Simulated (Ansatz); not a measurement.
# Al2: the cost of one run

Method: def2-QZVPP, core rule «outside noble gas», up to 10 orbitals frozen; program: Ansatz 0.2.0, Gaussian basis.

To be run: UHF; ROHF; CCSD(T) on UHF.

### 1 The geometry

The geometry is a PBE0/def2-TZVP stationary point (not a proven minimum).

2 atoms, charge 1, spin multiplicity 4.

Atoms are counted from 1 here; the program's logs count them from 0.

Bond lengths: Al1–Al2 2.509 Å.

### 2 UHF

in.yaml reads:

```yaml
crystal:
  periodic: [false, false, false]
  atoms:
    - {symbol: Al, position_ang: [0.000000, 0.000000, 0.000000]}
    - {symbol: Al, position_ang: [0.000000, 0.000000, 2.508600]}
basis:
  gaussian: {orbitals: "def2-QZVPP.json"}
total_charge: 1
magnetization: {spin_polarized: true, initial_magnetization: 3}
hamiltonian: {xc: hf}
output: {orbitals: {seedname: orbitals}}
```

On the command line:

```console
ansatz run in.yaml --threads 1 --pin off --events-out ev --progress --plain --max-ram 2393MiB
```

Q: Estimate wall time and peak memory on 1 thread of Arm Neoverse N1, shared host.

About 16 s, with a peak of 0.3 GiB.
